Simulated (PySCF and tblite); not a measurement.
The numbers below are computed, except where a source is named.
Ethylamine, C₂H₇N, numbered as in [CH3:1][CH2:2][NH2:3].

The ensemble was built from 60 distance-geometry starts (ETKDG and KDG, MMFF94s, GFN2-xTB) and rests on GFN2-xTB geometries. Energies: PBE0-D3(BJ)/def2-TZVP, with GFN2-xTB thermal terms (modes under about 100 cm⁻¹ blended into free rotors). Symmetry numbers and mirror images are counted. Conformers within 3 kcal/mol (GFN2-xTB free energy) were kept, 10 at most. Run with PySCF (density fitting) and tblite.

Rotational constants are equilibrium values for the commonest isotopes; dipoles come from the energy level named.

Torsions listed: C1–C2–N3–H3. Of a mirror pair one member is shown.

```json
{"conformer": "1", "shape": "-62°", "symmetry": "C1 (pair)"}
{"conformer": "2", "shape": "59°", "symmetry": "Cs"}
```

(1) Give the rotational constants and dipole components, as needed to look for these species in a jet-cooled rotational spectrum.

(2) Which type of transition is strongest for conformer 1?

## Answers

(1) 
```
conformer  A (MHz)  B (MHz)  C (MHz)  abs μa (D)  abs μb (D)  abs μc (D)      κ  Ic−Ia−Ib (u Å²)
        1    32686     9063     7935        0.20        0.63        1.09  -0.91             -7.5
        2    31831     8892     7932        0.99        0.85        0.00  -0.92             -9.0
```

(2) c-type, since that component is clearly the largest; the top is near-prolate.
